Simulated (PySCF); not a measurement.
# Peak assignment

Atoms are numbered as in `[O:1]=[C:2]([OH:3])[CH:4]1[CH2:5][CH2:6]1`. Each H is labelled by its parent atom. Ha(C5), Ha(C6) are cis to C2 on the ring; Hb(C5), Hb(C6) are trans to C2 on the ring.

Theoretical values (PySCF): J couplings at B3LYP/pcJ-1 (without the spin–dipole term), NMR shieldings at PBE0/pcSseg-1/GIAO, geometry from PBE0-D3(BJ)/def2-SVP. No solvent model, one conformer, no relativistic terms, equivalent nuclei averaged.

δ = σ(ref) − σ, references computed at the same level: TMS for 13C (σ = 184.41 ppm) and 1H (σ = 31.27 ppm).

(1) Assign these signals to the numbered atoms. 13C{1H} NMR (computed): δ 176.1, 14.7, 10.0.

(2) Assign these signals to the numbered atoms. 1H NMR (400 MHz, computed): δ 5.08 (br s, 1H), 1.36 (tt, J = 9.5, 5.5 Hz, 1H), 1.07 (m, 2H), 0.86 (m, 2H).

Results:

(1) 
176.1 → C2, carboxylic acid carbon: lone-pair donation from the attached heteroatom keeps it upfield of a ketone carbonyl
14.7 → C4, three-membered-ring carbon: carbons of three-membered rings are unusually shielded
10.0 → C5/C6, three-membered-ring carbon

(2) 
```tsv
δ (ppm)	atoms	environment	reason
5.08	H(O3)	hydrogen on an acid hydroxyl oxygen	exchangeable, gas-phase position
1.36	H(C4)	hydrogen on a three-membered-ring carbon	cyclopropane-type protons are shielded by the ring
1.07	Ha(C5)/Ha(C6)	hydrogen on a three-membered-ring carbon	–
0.86	Hb(C5)/Hb(C6)	hydrogen on a three-membered-ring carbon	–
```

OH/NH shifts are gas-phase values; hydrogen bonding in solution moves them, usually downfield. Splittings below 1 Hz are ignored in the labels, and close J values are merged. Couplings among chemically equivalent protons are left out too, so labels in AA′BB′ or AA′XX′ sets are apparent multiplicities. Unscaled 3J(H,H) at this level run about 10 % above measured values. Shifts are as computed. Against solution values, carbons near 30 ppm lie about +2 ppm off and those near 130 ppm about +5 ppm. Of 1211 compounds with measured shifts, 218 miss one by over three times the rms of a fit or turn the order of signals round; such compounds aren't used in these exercises. Hydrogen bonding in solution deshields acid and N–H amide carbonyl carbons by as much as 10 ppm beyond these values.
